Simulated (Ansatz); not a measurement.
# CH3FO+ (doublet): geometry and frequencies at several levels, part 2 of 2

The task, for CH3FO+ (doublet): geometry and frequencies at several levels. Charge +1. Spin multiplicity 2.

Ansatz 0.2.0, Gaussian bases. The steps go on from the part before.

## (9) Relaxation, PBE-D4/def2-SVP

input.yaml reads:

```yaml
crystal:
  periodic: [false, false, false]
  atoms:
    - { symbol: C, position_ang: [-1.2389907, -0.20970281, -0.04741805] }
    - { symbol: O, position_ang: [-0.06717558, 0.52812737, -0.0472446] }
    - { symbol: F, position_ang: [1.03945885, -0.28068754, 0.07861488] }
    - { symbol: H, position_ang: [-1.32558372, -0.81403293, 0.90549309] }
    - { symbol: H, position_ang: [-2.0340806, 0.56205232, -0.15792537] }
    - { symbol: H, position_ang: [-1.22721825, -0.97210642, -0.88330994] }
magnetization:
  spin_polarized: true
  initial_magnetization: 1
total_charge: 1
basis:
  gaussian: { orbitals: def2-SVP }
hamiltonian:
  xc: pbe
  dispersion: d4
relax:
  f_tol: 0.002
  max_steps: 150
```

Command:

```bash
$ ansatz run input.yaml --threads 2 --pin off --max-ram 5120MiB --backend cpu --events-out ev --progress --plain --runs-dir out
```

Standard output, shortened:

```text
Warning: RAYON_NUM_THREADS=2 ignored (pool sized by the plan → 2); use --threads N
[...]
Functional definition: PBE
[...]
623 factors; their error is unknown
[...]
mean field -5824.97534424 eV, -214.0638955907 hartree, gradient 4.1e-5 eV, S^2 0.751767; 0 other end points of the search recorded, 0 dependent functions left out
[...]
reference -5824.97536175 eV, -214.0638962341 hartree; 13, 12 occupied and 44, 45 virtual orbitals, 623 factors
relax step   1: F+E_penalty+E_count = -5825.01240969 eV  Δ(F+E_penalty+E_count) = +0.000e0 eV  max|allowed force component| = 4.649e-3 eV/Å  Δτ_max = 0.0000 Å  (28 SCF iters, accepted)
[...]
relax step   2: F+E_penalty+E_count = -5825.01241168 eV  Δ(F+E_penalty+E_count) = -1.989e-6 eV  max|allowed force component| = 2.073e-3 eV/Å  Δτ_max = 0.0003 Å  (21 SCF iters, accepted)
[...]
relax step   3: F+E_penalty+E_count = -5825.01241208 eV  Δ(F+E_penalty+E_count) = -3.983e-7 eV  max|allowed force component| = 3.315e-4 eV/Å  Δτ_max = 0.0002 Å  (22 SCF iters, accepted)
623 factors; their error is unknown
[...]
mean field -5824.97534546 eV, -214.0638956355 hartree, gradient 2.5e-5 eV, S^2 0.751767; 1 other end points of the search recorded, 0 dependent functions left out
[...]
reference -5824.97536297 eV, -214.0638962789 hartree; 13, 12 occupied and 44, 45 virtual orbitals, 623 factors
Total energy: -5825.01242959 eV, -214.0652584520 hartree
Atom 0 at    -1.238913    -0.209497    -0.047423 Å, force     0.000123     0.000332     0.000224 eV/Å
Atom 1 at    -0.067107     0.528229    -0.047325 Å, force     0.000182    -0.000209    -0.000052 eV/Å
Atom 2 at     1.039097    -0.280957     0.078668 Å, force    -0.000273     0.000168     0.000012 eV/Å
Atom 3 at    -1.325353    -0.814022     0.905233 Å, force     0.000013    -0.000129     0.000060 eV/Å
Atom 4 at    -2.034263     0.561847    -0.157927 Å, force    -0.000035     0.000023    -0.000038 eV/Å
Atom 5 at    -1.227051    -0.971950    -0.883015 Å, force    -0.000010    -0.000186    -0.000206 eV/Å
Dipole moment:    -0.691342    -0.204151    -0.018553 e Å
```

Run time: 7.2 s. Hardware: 2 threads of Intel Xeon at 2.50GHz (Skylake/Cascade Lake), shared host; peak memory 0.14 GiB.

Relaxation path:

```
step  energy from step 1 (eV)  largest force component (eV/Å)
   1                   0.0000                          0.0046
   2                   0.0000                          0.0021
   3                   0.0000                          0.0003
```

Step 1 is the start.

Before: Bond lengths: C1–O2 1.385 Å, O2–F3 1.376 Å, C1–H4 1.132 Å, C1–H5 1.114 Å, C1–H6 1.131 Å. Angles: C1–O2–F3 111.5°, O2–C1–H4 110.4°, O2–C1–H5 103.6°, O2–C1–H6 110.5°, H4–C1–H5 113.5°, H4–C1–H6 105.3°, H5–C1–H6 113.6°.

After: Bond lengths: C1–O2 1.385 Å, O2–F3 1.376 Å, C1–H4 1.132 Å, C1–H5 1.113 Å, C1–H6 1.131 Å. Angles: C1–O2–F3 111.5°, O2–C1–H4 110.4°, O2–C1–H5 103.6°, O2–C1–H6 110.5°, H4–C1–H5 113.5°, H4–C1–H6 105.2°, H5–C1–H6 113.6°.

## (10) Frequencies, PBE-D4/def2-SVP

input.yaml reads:

```yaml
crystal:
  periodic: [false, false, false]
  atoms:
    - { symbol: C, position_ang: [-1.23891328, -0.20949714, -0.04742336] }
    - { symbol: O, position_ang: [-0.06710674, 0.5282291, -0.04732469] }
    - { symbol: F, position_ang: [1.03909739, -0.2809566, 0.07866796] }
    - { symbol: H, position_ang: [-1.32535324, -0.81402202, 0.90523274] }
    - { symbol: H, position_ang: [-2.03426314, 0.56184706, -0.15792716] }
    - { symbol: H, position_ang: [-1.227051, -0.97195041, -0.88301547] }
magnetization:
  spin_polarized: true
  initial_magnetization: 1
total_charge: 1
basis:
  gaussian: { orbitals: def2-SVP }
hamiltonian:
  xc: pbe
  dispersion: d4
phonons: {}
```

Command:

```bash
$ ansatz run input.yaml --threads 2 --pin off --max-ram 5120MiB --backend cpu --events-out ev --progress --plain --runs-dir out
```

Standard output, shortened:

```text
Warning: RAYON_NUM_THREADS=2 ignored (pool sized by the plan → 2); use --threads N
[...]
[... 1 set-up line as earlier in the session ...]
[...]
623 factors; their error is unknown
[...]
mean field -5824.97534546 eV, -214.0638956356 hartree, gradient 4.1e-5 eV, S^2 0.751767; 0 other end points of the search recorded, 0 dependent functions left out
[...]
reference -5824.97536297 eV, -214.0638962790 hartree; 13, 12 occupied and 44, 45 virtual orbitals, 623 factors
[...]
623 factors; their error is unknown
mean field -5824.97521108 eV, -214.0638906973 hartree, gradient 2.0e-6 eV, S^2 0.751769; 0 other end points of the search recorded, 0 dependent functions left out
[...]
reference -5824.97522859 eV, -214.0638913407 hartree; 13, 12 occupied and 44, 45 virtual orbitals, 623 factors
[...]
623 factors; their error is unknown
[...]
mean field -5824.97529613 eV, -214.0638938226 hartree, gradient 8.6e-7 eV, S^2 0.751769; 0 other end points of the search recorded, 0 dependent functions left out
[...]
reference -5824.97531364 eV, -214.0638944662 hartree; 13, 12 occupied and 44, 45 virtual orbitals, 623 factors
Total energy: -5825.01242959 eV, -214.0652584521 hartree
Atom 0 at    -1.238913    -0.209497    -0.047423 Å, force     0.000124     0.000334     0.000223 eV/Å
Atom 1 at    -0.067107     0.528229    -0.047325 Å, force     0.000180    -0.000207    -0.000053 eV/Å
Atom 2 at     1.039097    -0.280957     0.078668 Å, force    -0.000273     0.000166     0.000013 eV/Å
Atom 3 at    -1.325353    -0.814022     0.905233 Å, force     0.000012    -0.000130     0.000062 eV/Å
Atom 4 at    -2.034263     0.561847    -0.157927 Å, force    -0.000033     0.000024    -0.000038 eV/Å
Atom 5 at    -1.227051    -0.971950    -0.883015 Å, force    -0.000010    -0.000186    -0.000206 eV/Å
Dipole moment:    -0.691343    -0.204151    -0.018552 e Å
Vibrations: 41.95 464.98 888.76 899.86 958.02 1067.24 1193.15 1202.77 1338.93 2790.95 2816.66 3054.80 cm⁻¹, zero-point energy 1.036388 eV
```

It took 36 s on 2 threads of Intel Xeon at 2.50GHz (Skylake/Cascade Lake), shared host; peak memory 0.11 GiB.

Harmonic frequencies (cm⁻¹; negative: imaginary): 42, 465, 889, 900, 958, 1067, 1193, 1203, 1339, 2791, 2817, 3055.

## (11) Relaxation, PBE0-D4/def2-TZVPP

This run stands in another session on the same molecule. It ended at:

```xyz
6

C    -1.2495   -0.2169   -0.0473
O    -0.0574    0.5140   -0.0450
F     0.9947   -0.2838    0.0762
H    -1.3066   -0.7922    0.8969
H    -2.0260    0.5415   -0.1560
H    -1.2089   -0.9489   -0.8765
```

## (12) Relaxation, MP2/def2-TZVPP

input.yaml reads:

```yaml
crystal:
  periodic: [false, false, false]
  atoms:
    - { symbol: C, position_ang: [-1.24945104, -0.21687226, -0.04734786] }
    - { symbol: O, position_ang: [-0.0573742, 0.51397662, -0.04504203] }
    - { symbol: F, position_ang: [0.99474185, -0.2838386, 0.07615125] }
    - { symbol: H, position_ang: [-1.30660844, -0.79217232, 0.89694272] }
    - { symbol: H, position_ang: [-2.02603854, 0.54147978, -0.15595039] }
    - { symbol: H, position_ang: [-1.20885963, -0.94892321, -0.87654368] }
magnetization:
  spin_polarized: true
  initial_magnetization: 1
total_charge: 1
basis:
  gaussian: { orbitals: def2-TZVPP }
correlation:
  method: mp2
scf:
  omitted_lower_state_checks: [cluster_reference]
relax:
  f_tol: 0.002
  max_steps: 40
```

Command:

```bash
$ ansatz run input.yaml --threads 2 --pin off --max-ram 5120MiB --backend cpu --events-out ev --progress --plain --runs-dir out
```

Standard output, shortened:

```text
Warning: RAYON_NUM_THREADS=2 ignored (pool sized by the plan → 2); use --threads N
[...]
[... 1 set-up line as earlier in the session ...]
[...]
921 factors; integrals over basis functions are off by at most 4.3e-4 eV
[...]
mean field -5809.16715223 eV, -213.4829552497 hartree, gradient 2.4e-6 eV, S^2 0.780306; 1 other end points of the search recorded, 0 dependent functions left out
3 core orbitals not correlated: weight in the atoms' cores, before any rotation towards them, 1.000 or more for the frozen orbitals, at most 0.000 for the correlated occupied ones
reference -5809.16715223 eV, -213.4829552497 hartree; 10, 9 occupied and 122, 123 virtual orbitals, 921 factors
second order -16.81178571 eV of doubles, -0.00000000 eV of singles
[...]
relax step   1: F+E_penalty+E_count = -5825.97893794 eV  Δ(F+E_penalty+E_count) = +0.000e0 eV  max|allowed force component| = 1.727e0 eV/Å  Δτ_max = 0.0000 Å  (100 SCF iters, accepted)
[...]
3 core orbitals not correlated: weight in the atoms' cores, before any rotation towards them, 1.000 or more for the frozen orbitals, at most 0.000 for the correlated occupied ones
reference -5809.27334817 eV, -213.4868578783 hartree; 10, 9 occupied and 122, 123 virtual orbitals, 921 factors
second order -16.74567431 eV of doubles, -0.00000000 eV of singles
[...]
Total energy: -5826.01902248 eV, -214.1022500585 hartree
Atom 0 at    -1.266095    -0.236970    -0.046365 Å, force    -0.000517     0.001704    -0.000229 eV/Å
Atom 1 at    -0.040824     0.513496    -0.043314 Å, force     0.001229    -0.000412     0.000143 eV/Å
Atom 2 at     0.975894    -0.285661     0.074541 Å, force    -0.001039     0.000368    -0.000122 eV/Å
Atom 3 at    -1.298791    -0.774970     0.906060 Å, force     0.000136    -0.000517     0.001305 eV/Å
Atom 4 at    -2.024393     0.531368    -0.155396 Å, force    -0.000139    -0.000363     0.000047 eV/Å
Atom 5 at    -1.199382    -0.933613    -0.887316 Å, force     0.000329    -0.000780    -0.001144 eV/Å
Dipole moment:    -0.553567    -0.094437    -0.020696 e Å
Checks for a lower state left out: cluster_reference
```

Run time: 1.8 min. Hardware: 2 threads of Intel Xeon at 2.50GHz (Skylake/Cascade Lake), shared host; peak memory 0.44 GiB.

Relaxation path:

| step | energy from step 1 (eV) | largest force component (eV/Å) |
| --- | --- | --- |
| 1 | 0.0000 | 1.7268 |
| 2 | -0.0294 | 0.4920 |
| 3 | -0.0362 | 0.2730 |
| 4 | -0.0346 | 0.3561 |
| 5 | -0.0397 | 0.0653 |
| 6 | -0.0401 | 0.0190 |
| 7 | -0.0401 | 0.0071 |
| 8 | -0.0401 | 0.0017 |

Step 1 is the start. Step 4 was tried and not accepted.

Before: Bond lengths: C1–O2 1.398 Å, O2–F3 1.326 Å, C1–H4 1.107 Å, C1–H5 1.091 Å, C1–H6 1.107 Å. Angles: C1–O2–F3 111.2°, O2–C1–H4 108.3°, O2–C1–H5 104.1°, O2–C1–H6 108.4°, H4–C1–H5 114.2°, H4–C1–H6 107.3°, H5–C1–H6 114.3°.

After: Bond lengths: C1–O2 1.437 Å, O2–F3 1.299 Å, C1–H4 1.094 Å, C1–H5 1.085 Å, C1–H6 1.094 Å. Angles: C1–O2–F3 110.3°, O2–C1–H4 106.3°, O2–C1–H5 103.1°, O2–C1–H6 106.4°, H4–C1–H5 114.5°, H4–C1–H6 111.0°, H5–C1–H6 114.6°.

## (13) Frequencies, MP2/def2-TZVPP

input.yaml reads:

```yaml
crystal:
  periodic: [false, false, false]
  atoms:
    - { symbol: C, position_ang: [-1.26609501, -0.2369698, -0.04636502] }
    - { symbol: O, position_ang: [-0.0408241, 0.51349557, -0.04331396] }
    - { symbol: F, position_ang: [0.97589397, -0.28566053, 0.07454115] }
    - { symbol: H, position_ang: [-1.29879051, -0.77497023, 0.9060599] }
    - { symbol: H, position_ang: [-2.0243925, 0.53136758, -0.15539589] }
    - { symbol: H, position_ang: [-1.19938184, -0.93361258, -0.88731618] }
magnetization:
  spin_polarized: true
  initial_magnetization: 1
total_charge: 1
basis:
  gaussian: { orbitals: def2-TZVPP }
correlation:
  method: mp2
scf:
  omitted_lower_state_checks: [cluster_reference]
phonons: {}
```

Command:

```bash
$ ansatz run input.yaml --threads 2 --pin off --max-ram 5120MiB --backend cpu --events-out ev --progress --plain --runs-dir out
```

Standard output, shortened:

```text
Warning: RAYON_NUM_THREADS=2 ignored (pool sized by the plan → 2); use --threads N
[...]
[... 1 set-up line as earlier in the session ...]
[...]
920 factors; integrals over basis functions are off by at most 4.4e-4 eV
[...]
mean field -5809.27334733 eV, -213.4868578474 hartree, gradient 3.6e-6 eV, S^2 0.770040; 0 other end points of the search recorded, 0 dependent functions left out
3 core orbitals not correlated: weight in the atoms' cores, before any rotation towards them, 1.000 or more for the frozen orbitals, at most 0.000 for the correlated occupied ones
reference -5809.27334733 eV, -213.4868578474 hartree; 10, 9 occupied and 122, 123 virtual orbitals, 920 factors
second order -16.74567449 eV of doubles, -0.00000000 eV of singles
[...]
920 factors; integrals over basis functions are off by at most 4.3e-4 eV
mean field -5809.27010227 eV, -213.4867385939 hartree, gradient 2.3e-6 eV, S^2 0.770049; 0 other end points of the search recorded, 0 dependent functions left out
[...]
second order -16.74628990 eV of doubles, -0.00000000 eV of singles
[...]
WARN: phonons: modes at or below zero, which the zero-point energy, F, S and C_V leave out: 1, the lowest at -30.05 cm⁻¹. A minimum has none, and a first-order saddle one
Total energy: -5826.01902182 eV, -214.1022500344 hartree
Atom 0 at    -1.266095    -0.236970    -0.046365 Å, force    -0.000517     0.001707    -0.000231 eV/Å
Atom 1 at    -0.040824     0.513496    -0.043314 Å, force     0.001225    -0.000419     0.000146 eV/Å
Atom 2 at     0.975894    -0.285661     0.074541 Å, force    -0.001035     0.000371    -0.000123 eV/Å
Atom 3 at    -1.298791    -0.774970     0.906060 Å, force     0.000137    -0.000517     0.001305 eV/Å
Atom 4 at    -2.024392     0.531368    -0.155396 Å, force    -0.000139    -0.000363     0.000047 eV/Å
Atom 5 at    -1.199382    -0.933613    -0.887316 Å, force     0.000329    -0.000780    -0.001144 eV/Å
Dipole moment:    -0.553567    -0.094437    -0.020696 e Å
Vibrations: -30.05 478.71 758.20 999.26 1137.10 1386.22 1424.07 1437.63 1467.04 3019.11 3122.64 3234.40 cm⁻¹, zero-point energy 1.144645 eV
Checks for a lower state left out: cluster_reference
```

It took 6.9 min on 2 threads of Intel Xeon at 2.50GHz (Skylake/Cascade Lake), shared host; peak memory 0.43 GiB.

Harmonic frequencies (cm⁻¹; negative: imaginary): -30, 479, 758, 999, 1137, 1386, 1424, 1438, 1467, 3019, 3123, 3234.

## (14) The levels compared

| level | C1–O2 (Å) | O2–F3 (Å) | rotational constants (MHz) | highest frequency (cm⁻¹) | CPU time |
| --- | --- | --- | --- | --- | --- |
| HF/STO-3G | 1.5432 | 1.3596 | 47891, 9662.9, 8503.6 | 3716 | 8.8 s |
| HF/6-31G* | 1.5198 | 1.3021 | 49969, 10313, 9055.7 | 3429 | 19 s |
| LDA/def2-SVP | 1.3536 | 1.3515 | 51804, 10833, 9499 | 3036 | 13 s |
| PBE-D4/def2-SVP | 1.3847 | 1.3764 | 50538, 10460, 9179.3 | 3055 | 13 s |
| PBE0-D4/def2-TZVPP | 1.3983 | 1.3260 | 52007, 10830, 9503.4 | - | 72 s |
| MP2/def2-TZVPP | 1.4368 | 1.2986 | 51412, 10901, 9551 | 3234 | 3.2 min |

Constants are for the commonest isotopes at the equilibrium geometry; times are CPU times of the relaxations.

## (15) Results

What follows sums up all 2 parts.

| quantity | value |
| --- | --- |
| C1–O2 at MP2/def2-TZVPP | 1.437 Å |
| O2–F3 at MP2/def2-TZVPP | 1.299 Å |
| frequencies at MP2/def2-TZVPP | -30 to 3234 cm⁻¹ |

In words: The C–O distance spreads over 0.190 Å, from LDA/def2-SVP (shortest) to HF/STO-3G. A small imaginary frequency is left, within the noise of the finite differences or a very flat motion.
